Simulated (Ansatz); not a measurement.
**How the equilibrium volume per atom of hcp Be moves with the method**

No measured value is used here.

```tsv
level (code)	value (Å³/atom)
LDA (Ansatz)	7.55
PBE (Ansatz)	7.91
PBE-D4 (Ansatz)	[?]
r²SCAN-D4 (Ansatz)	7.85
```

Q: What belongs in the gaps?

A: 
- PBE-D4 (Ansatz, a first-principles code), value (Å³/atom): 7.76

Cutoffs and k meshes differ between the levels. Ansatz's density-functional and Hartree–Fock values are scalar-relativistic unless marked +SOC, with PAW data made under PBE.
